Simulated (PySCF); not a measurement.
Molecule: `[SiH3][SiH2][SiH3]`, H₈Si₃.

Mapped SMILES: `[SiH3:1][SiH2:2][SiH3:3]`. Each H is labelled by its parent atom.

Geometry PBE0-D3(BJ)/def2-SVP throughout; GIAO in PySCF 2.14.0 with density-fitted response routines, gas phase, one conformer, non-relativistic; equivalent atoms averaged; functional PBE0.

Problem. How do the shifts δ (against TMS at the same level) depend on the basis set? (ppm; last column core-seconds on shared hosts with different chips, so compare them loosely)

Solution. 
```csv
basis set,functions,Si1/Si3,Si2,H(Si1)/H(Si3),H(Si2),core-s
STO-3G,35,-81.5,-82.7,1.48,1.34,1.9
6-31G,55,-80.1,-91.1,3.24,2.98,3.4
pcSseg-0,55,-156.8,-184.0,3.25,2.92,2
6-31G*,70,-69.8,-82.9,3.77,3.57,3.8
def2-SVP,94,-98.8,-114.3,3.62,3.42,4.4
cc-pVDZ,94,-89.3,-98.7,3.63,3.45,3.7
pcSseg-1,112,-104.7,-117.9,3.63,3.45,9.6
"6-311+G(2d,p)",153,-104.7,-117.0,3.92,3.77,9.5
aug-cc-pVDZ,153,-99.5,-101.1,3.77,3.61,7.6
def2-TZVP,159,-107.5,-121.3,3.92,3.75,10
IGLO-III,212,-105.9,-117.7,3.80,3.66,11
cc-pVTZ,214,-102.7,-118.2,3.70,3.55,12
pcSseg-2,241,-107.5,-121.8,3.68,3.52,14
```

Problem. Which nucleus moves most, in ppm?

Solution. Si2 (silicon bonded to 2 Si, 2 H): from -184.0 ppm with pcSseg-0 to -82.7 ppm with STO-3G. The smallest spread is 2.43 ppm, at H(Si2).

Problem. Taking the largest basis, pcSseg-2 (241 functions), as the yardstick, rank the others by their worst heavy-atom deviation.

Solution. def2-TZVP 0.5 ppm (159 functions), pcSseg-1 4.0 ppm (112 functions), IGLO-III 4.1 ppm (212 functions), 6-311+G(2d,p) 4.8 ppm (153 functions), cc-pVTZ 4.8 ppm (214 functions), def2-SVP 8.7 ppm (94 functions), aug-cc-pVDZ 20.7 ppm (153 functions), cc-pVDZ 23.1 ppm (94 functions), 6-31G 30.7 ppm (55 functions), 6-31G* 38.9 ppm (70 functions), STO-3G 39.1 ppm (35 functions), pcSseg-0 62.1 ppm (55 functions).

A small basis that lands close on one nucleus may do so by chance; judge by the trend and by all nuclei.
